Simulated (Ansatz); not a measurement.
hcp Zr, treated with r²SCAN+rVV10 in Ansatz (PAW).

Numerical settings: plane-wave cutoff 560 eV, 18×18×12 k mesh (along the axes of the cell as run), Fermi–Dirac smearing 0.05 eV, scalar-relativistic PAW data made under PBE.

Cell (relaxed at this level):

```cif
data_Zr2
_chemical_formula_sum 'Zr2'
_space_group_name_H-M_alt 'P63/mmc'
_space_group_IT_number 194
_space_group_name_Hall '-P 6c 2c'
_cell_length_a 3.23423
_cell_length_b 3.23423
_cell_length_c 5.13729
_cell_angle_alpha 90.000
_cell_angle_beta 90.000
_cell_angle_gamma 120.000
loop_
_atom_site_label
_atom_site_type_symbol
_atom_site_symmetry_multiplicity
_atom_site_Wyckoff_symbol
_atom_site_fract_x
_atom_site_fract_y
_atom_site_fract_z
_atom_site_occupancy
Zr1 Zr 2 c 0.33333 0.66667 0.25000 1
```

**Question.** Give the computed bulk modulus and pressure derivative B′ of the bulk modulus.

**Answer.** 
- bulk modulus = 96.8 GPa
- pressure derivative B′ of the bulk modulus = 3.1

The run finds no gap.

Measured, for comparison: bulk modulus 95.9 GPa (zero-point energy and finite temperature contributions removed, our sources range from 84.3 to 95.9; as tabulated in doi:10.1021/acs.jctc.3c00612). Computed (rounded) less measured: bulk modulus not scored (sources differ).

Note: the bulk modulus comes from volumes at which shape and atoms were relaxed.

The computed numbers hold no vibrational or temperature effects.

Ansatz is an electronic-structure program.
